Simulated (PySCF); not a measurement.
Potential energy curve for SMILES CC#N (C2H3N). The C1–H6 bond (C1 also carries C, H, H; H6 carries nothing else) is varied alone, starting from the PBE0/def2-TZVP optimised geometry. Each curve is given relative to its own lowest point near equilibrium.

```json
[
 {"R / Å": "0.87", "A": "47.2", "B": "47.6", "C": "49.7"},
 {"R / Å": "0.93", "A": "22.0", "B": "21.5", "C": "23.4"},
 {"R / Å": "0.97", "A": "11.5", "B": "10.7", "C": "12.3"},
 {"R / Å": "1.02", "A": "3.6", "B": "3.0", "C": "4.0"},
 {"R / Å": "1.07", "A": "0.3", "B": "0.1", "C": "0.4"},
 {"R / Å": "1.09", "A": "0.0", "B": "0.0", "C": "0.0"},
 {"R / Å": "1.12", "A": "0.4", "B": "0.9", "C": "0.4"},
 {"R / Å": "1.16", "A": "2.5", "B": "3.5", "C": "2.3"},
 {"R / Å": "1.20", "A": "5.8", "B": "7.6", "C": "5.6"},
 {"R / Å": "1.27", "A": "13.9", "B": "17.1", "C": "13.7"},
 {"R / Å": "1.35", "A": "25.6", "B": "30.7", "C": "25.3"},
 {"R / Å": "1.47", "A": "45.5", "B": "53.6", "C": "45.2"},
 {"R / Å": "1.64", "A": "74.7", "B": "87.6", "C": "74.5"},
 {"R / Å": "1.81", "A": "102.3", "B": "120.4", "C": "102.2"},
 {"R / Å": "1.98", "A": "126.8", "B": "150.9", "C": "127.0"},
 {"R / Å": "2.19", "A": "148.9", "B": "184.8", "C": "153.5"},
 {"R / Å": "2.38", "A": "160.5", "B": "211.9", "C": "173.6"},
 {"R / Å": "2.65", "A": "169.2", "B": "244.9", "C": "196.5"},
 {"R / Å": "2.94", "A": "173.5", "B": "273.9", "C": "215.1"},
 {"R / Å": "3.29", "A": "175.7", "B": "301.7", "C": "231.3"}
]
```

Energies in mEh.

Task: Which curve belongs to which method? The methods are PySCF with restricted Hartree-Fock/6-31G*, spherical d; restricted B3LYP/6-31G*, spherical d (PySCF 2.14.0); unrestricted B3LYP/6-311+G**, spherical d (PySCF).

Result: A is UKS-B3LYP/6-311+G**; B is RHF/6-31G*; C is RKS-B3LYP/6-31G*.

The restricted form behind RKS-B3LYP/6-31G*, RHF/6-31G* keeps the bonding electrons paired and can't separate into open-shell fragments. The unrestricted determinant behind UKS-B3LYP/6-311+G** is spin-contaminated at 2.19 to 3.29 Å (<S²> up to 1.0, against 0.00 for a pure singlet).
